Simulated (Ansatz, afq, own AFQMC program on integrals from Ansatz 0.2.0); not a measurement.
# AFQMC, coupled cluster and functionals along a coordinate of AlSiH$_{4}$, doublet

```json
{"atom": "Si", "x (Å)": "0.0000", "y (Å)": "0.0493", "z (Å)": "1.1585"}
{"atom": "Al", "x (Å)": "0.0000", "y (Å)": "-0.1012", "z (Å)": "-1.3138"}
{"atom": "H", "x (Å)": "0.0000", "y (Å)": "1.4304", "z (Å)": "1.7233"}
{"atom": "H", "x (Å)": "1.1989", "y (Å)": "-0.6588", "z (Å)": "1.6941"}
{"atom": "H", "x (Å)": "-1.1989", "y (Å)": "-0.6588", "z (Å)": "1.6941"}
{"atom": "H", "x (Å)": "0.0000", "y (Å)": "1.2225", "z (Å)": "-2.2207"}
```

All coordinates are scaled about the centre. Energies in eV count from this geometry (1.000) at the same level; the start stands on UHF, each point on the determinant named.

Basis 6-31G. Only valence electrons are correlated. Ansatz 0.2.0 and our own AFQMC program on the same integrals; the CISD trial comes from CCSD amplitudes, and released means the phaseless constraint is let go. Uncertainties: one standard error, sampling alone.

Cautions, each for one point or more: (Q) is large, so the cluster series hasn't closed; CCSDT(Q) on the ROHF determinant differs, by its state or its frozen core; CCSDT(Q) on the ROHF determinant differs, so the two series follow different states; a spin-contaminated unrestricted determinant lies lower; cluster runs in doubt by the program's own checks; higher spins were not checked; raised T1 diagnostic; strong correlation; the search met a lower determinant of the same kind, perhaps of another symmetry; unrestricted determinant spin contaminated; walk and cluster series may follow different spin states.

```tsv
scale of all distances	det.	T1	weight	⟨S²⟩	CCSD(T)	ph-AFQMC/CISD	CCSDT(Q)	r2SCAN	wB97M-V
0.883	UHF	0.011	0.93	0.75	2.368	2.386 ± 0.010	–	2.053	1.972
1.134	UHF	0.016	0.88	0.77	0.748	0.759 ± 0.012	0.735	1.021	1.122
1.305	UHF	0.039	0.80	0.93	3.385	3.368 ± 0.021	3.340	3.984	4.209
1.485	ROHF	0.050	0.72	pure	6.042	6.085 ± 0.023	5.964	7.105	7.397
1.748	UHF¶	0.105	0.56	3.19	9.463	9.361 ± 0.018	8.793	10.348§	10.819§
1.979	UHF¶	0.119	0.45	3.36	10.161	10.255 ± 0.025	10.090	11.859§	12.411§
2.430	UHF¶	0.074	0.59	3.67	11.244	11.294 ± 0.023	11.213	13.225§	13.493§
```

Weight is that of the determinant in the CISD state; at the start T1 is 0.012 and the weight 0.91, and ⟨S²⟩ is 0.75. ¶ marks points with a poor determinant and no full CI, where no value is sure; they don't count among the departures. A dash marks a missing value, a released energy that hasn't settled or a functional that sits on another state. § marks a functional whose ⟨S²⟩ is too high by over 0.1. Largest departures from phaseless AFQMC with a CISD trial: CCSD(T) -0.043 eV at 1.485 (on ROHF) (within the noise), CCSDT(Q) -0.121 eV at 1.485 (on ROHF), r2SCAN 1.020 eV at 1.485, wB97M-V 1.313 eV at 1.485. The walk's constraint bias lies outside its error bars, so these are departures and not errors. Functionals count only at points shown to share the start's state and spin. In this small basis the wave-function levels are far from their limit, so their gap to the functionals isn't the functionals' error.

Some points may be missing: those where a free walk finds a much lower state, and past Zn most of those on another determinant than at the start.

CCSDT and higher add their correlation energy to the determinant of the CCSD(T) run, since their own runs factorise the integrals more tightly (a shift of under 2 meV). A walk keeps the symmetry of its determinant, which the program's search chose and which needn't be the lowest solution, so a lower state of the same spin and another symmetry isn't excluded.
